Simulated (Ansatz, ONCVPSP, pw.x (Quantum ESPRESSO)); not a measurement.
## What a changed setting does to a pw.x run (bcc Cu)

Potential: optimised norm-conserving Vanderbilt (ONCV), ONCVPSP 4.0.1.1 (patched build), LDA (Perdew-Wang 92); core [Ar], reference 3d10 4s1; waves: 4s: rc 2.50 bohr, ncon 4, nbas 8, qcut 2.4 1/bohr, 3 projectors, debl 2.1 Ha; p scattering state at 0.04 Ha: rc 2.50 bohr, ncon 4, nbas 9, qcut 3.7 1/bohr, 2 projectors, debl 1.7 Ha; 3d: rc 1.20 bohr, ncon 3, nbas 8, qcut 11.9 1/bohr, 2 projectors, debl 3.9 Ha; local part: polynomial inside 0.90 bohr (lpopt 1, dvloc0 1.5 Ha); core correction: Teter function, fcfact 2.25, rcfact 1.5. In the p channel the program set the typed energies aside and used 0.050, 1.750 Ha.

The reference run (k-mesh 16³, cutoffs 155/620 Ry, Fermi–Dirac 0.01 Ry, mixing_beta 0.4, conv_thr 1e-9, no spin) gives -1.08 GPa at 10.940 Å³/atom, where all-electron LAPW gives -0.14 GPa. This run, with its own iteration cap, changes smearing to mp.

```
&control
  calculation='scf', prefix='x', pseudo_dir='./', outdir='./tmp', tstress=.true., disk_io='none'
/
&system
  ibrav=0, nat=1, ntyp=1, ecutwfc=155, ecutrho=620, nbnd=13,
  occupations='smearing', smearing='mp', degauss=0.01
/
&electrons
  conv_thr=1e-09, mixing_beta=0.4, electron_maxstep=60
/
ATOMIC_SPECIES
Cu 1.0 Cu.UPF
CELL_PARAMETERS angstrom
  -1.39846771 1.39846771 1.39846771
  1.39846771 -1.39846771 1.39846771
  1.39846771 1.39846771 -1.39846771
ATOMIC_POSITIONS crystal
Cu 0.0000 0.0000 0.0000
K_POINTS automatic
16 16 16 0 0 0
```

```bash
pw.x < Cu.scf.in > Cu.scf.out
```

Problem. How does the run end?

Solution. It converges in 9 iterations; the free energy moves by +13.2 meV/atom and the pressure by -0.11 GPa. This scheme is built to cancel the term in the square of the width that Fermi–Dirac smearing leaves in the F of a metal.

```
Message from routine setup:
     using ibrav=0 with symmetry is DISCOURAGED, use correct ibrav instead
     lattice parameter (alat)  =       4.5773  a.u.
     unit-cell volume          =      73.8268 (a.u.)^3
     number of electrons       =        11.00
     number of Kohn-Sham states=           13
     kinetic-energy cutoff     =     155.0000  Ry
     charge density cutoff     =     620.0000  Ry
     scf convergence threshold =      1.0E-09
     Exchange-correlation= SLA  PW   NOGX NOGC
     number of k points=   145  Methfessel-Paxton smearing, width (Ry)=  0.0100
     iteration #  1     ecut=   155.00 Ry     beta= 0.40
     total energy              =    -106.06749222 Ry
     estimated scf accuracy    <       0.34849180 Ry
     iteration #  2     ecut=   155.00 Ry     beta= 0.40
     total energy              =    -106.16758400 Ry
     estimated scf accuracy    <       0.10604745 Ry
     iteration #  3     ecut=   155.00 Ry     beta= 0.40
     total energy              =    -106.18403185 Ry
     estimated scf accuracy    <       0.00113643 Ry
     iteration #  4     ecut=   155.00 Ry     beta= 0.40
     total energy              =    -106.18433177 Ry
     estimated scf accuracy    <       0.00097900 Ry
     iteration #  5     ecut=   155.00 Ry     beta= 0.40
     total energy              =    -106.18443284 Ry
     estimated scf accuracy    <       0.00003132 Ry
     iteration #  6     ecut=   155.00 Ry     beta= 0.40
     total energy              =    -106.18443982 Ry
     estimated scf accuracy    <       0.00000114 Ry
     iteration #  7     ecut=   155.00 Ry     beta= 0.40
     total energy              =    -106.18443980 Ry
     estimated scf accuracy    <       0.00000047 Ry
     iteration #  8     ecut=   155.00 Ry     beta= 0.40
     total energy              =    -106.18443987 Ry
     estimated scf accuracy    <       0.00000003 Ry
     iteration #  9     ecut=   155.00 Ry     beta= 0.40
     the Fermi energy is    13.7878 ev
!    total energy              =    -106.18443988 Ry
     estimated scf accuracy    <          2.7E-10 Ry
     smearing contrib. (-TS)   =      -0.00014786 Ry
     The total energy is F=E-TS. E is the sum of the following terms:
     one-electron contribution =     -22.05614389 Ry
     hartree contribution      =      26.68817197 Ry
     xc contribution           =     -27.50308858 Ry
     ewald contribution        =     -83.31323152 Ry
     convergence has been achieved in   9 iterations
          total   stress  (Ry/bohr**3)                   (kbar)     P=      -11.91
     Message from routine punch:
     Nothing written, as per user request (disk_io='none')
```

The run took about 1.8 min on one core of a shared host (Neoverse-N1, 64 threads, 124 GiB, load 40).
